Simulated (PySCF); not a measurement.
Ne: ionisation energy

Ne [Ne] (1S) → Ne⁺ [He] 2s2 2p5 (2P), as a difference of total energies. All numbers are calculated (PySCF 2.14, the non-relativistic Hamiltonian (point nucleus), in def2-TZVPPD). Correlated levels: valence: 1s2 frozen; valence and next inner shell: nothing frozen. The calculations carry no spin-orbit coupling.

Question: Order these methods by the ionisation energy they give, lowest first.
A. r2SCAN
B. wB97M-V
C. UHF
D. MP2 (valence and next inner shell)

Answer: C (19.677 eV), B (21.436 eV), A (21.490 eV), D (21.592 eV).

Errors of the correlated levels include the incompleteness of this basis and the frozen core.

For comparison: 21.597 eV (measured; NIST levels, between the centres of gravity of the two terms).
